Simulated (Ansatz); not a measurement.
# H3P: the cost of one run

Method: the levels named in each step, in Ansatz 0.2.0.

## (1) Starting point

Bond lengths: P1–H2 1.387 Å, P1–H3 1.387 Å, P1–H4 1.387 Å. Angles: H2–P1–H3 92.5°, H2–P1–H4 92.2°, H3–P1–H4 92.1°.

Structure file:

```xyz
4

P     0.0046   -0.0015    0.0682
H    -0.5031    1.0766   -0.6409
H     1.0983   -0.1187   -0.7762
H    -0.7336   -0.9084   -0.6778
```

## (2) A rough first relaxation, PBE-D4/def2-SVP

This run stands in another session on the same molecule. It ended at:

```xyz
4

P     0.0056   -0.0035    0.0930
H    -0.5187    1.1165   -0.6476
H     1.1407   -0.1211   -0.7876
H    -0.7614   -0.9439   -0.6846
```

## (3) Relaxation, PBE0-D4/def2-TZVPP

This run stands in another session on the same molecule. It ended at:

```xyz
4

P     0.0043   -0.0029    0.0723
H    -0.5152    1.1089   -0.6410
H     1.1332   -0.1205   -0.7801
H    -0.7561   -0.9377   -0.6779
```

## (4) Relaxation, CCSD(T)/cc-pV(T+d)Z

The input, input.yaml:

```yaml
crystal:
  periodic: [false, false, false]
  atoms:
    - { symbol: P, position_ang: [0.00431473, -0.00288593, 0.07225489] }
    - { symbol: H, position_ang: [-0.51517706, 1.10894188, -0.64101316] }
    - { symbol: H, position_ang: [1.13323105, -0.12045327, -0.78010154] }
    - { symbol: H, position_ang: [-0.75614872, -0.93766268, -0.67786019] }
basis:
  gaussian: { orbitals: "cc-pV(T+d)Z.json" }
correlation:
  method: ccsd_t
relax:
  f_tol: 0.002
  max_steps: 40
```

The run is started by

```sh
ansatz run input.yaml --threads 2 --pin off --max-ram 5120MiB --backend cpu --events-out ev --progress --plain --runs-dir out
```

What time and memory should one allow on 2 threads of AMD EPYC 9R45 (Zen 5), shared host?

About 4.2 s, with a peak of 0.29 GiB.
